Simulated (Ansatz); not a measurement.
**Eu, bcc: geometry optimisation**

The calculation used Ansatz 0.2.0, DFT, r2SCAN, plane waves (500 eV) with PAW, scalar-relativistic. The PAW files were generated under PBE, with cores re-solved for the functional.

k-point mesh 7×7×7, Fermi-Dirac smearing 0.05 eV, starting moments 7.00, -7.00 μB. Cell and atoms relax.

Starting structure:

```yaml
crystal:
  lattice:
    - [4.551, 0.0, 0.0]
    - [0.0, 4.551, 0.0]
    - [0.0, 0.0, 4.551]
  atoms:
    - { symbol: Eu, position: [0.0, 0.0, 0.0], spin: 7.0 }
    - { symbol: Eu, position: [0.5, 0.5, 0.5], spin: -7.0 }
hamiltonian:
  xc: r2scan
  pseudopotentials:
    kind: paw
    azcp:
      Eu: "pseudopotentials/Eu.paw.azcp"
basis:
  ecutwfc: 500
  fft_grid_basis: typed
kpoints:
  mp_grid: { grid: [7, 7, 7], shift: [0, 0, 0] }
magnetization:
  spin_polarized: true
scf:
  occupations: { method: fermi_dirac, width: 0.05 }
relax:
  max_steps: 60
  f_tol: 0.01
  cell: {}
```

Task: What cell does the relaxation end in?

Result: Im-3m (spin ignored) with a = 4.457 Å; 44.26 Å³ per atom against 47.13 at the start (-6.1 %).

Task: How much energy does the relaxation gain?

Result: 6.8 meV per atom.

Path of the relaxation (the plane waves are chosen anew near the end, which can shift the energy a little):

| step | E − E(final) (meV/atom) | V (Å³/atom) | P (GPa) | max force (eV/Å) |
| --- | --- | --- | --- | --- |
| 0 | 6.75 | 47.129 | -0.73 | 0.000 |
| 1 | 2.72 | 46.173 | -0.49 | 0.000 |
| 2 | -0.92 | 44.263 | 0.03 | 0.000 |
| 3 | 0.00 | 44.263 | 0.00 | 0.000 |

Task: Which magnetic state does it end in?

Result: antiferromagnetic, largest moment 6.97 μB in the atomic sphere; moments 6.97, -6.97 μB.

Real europium orders as a helical antiferromagnet, which these cells can't hold.

Open f shells have many self-consistent states, so the state found may not be the lowest.
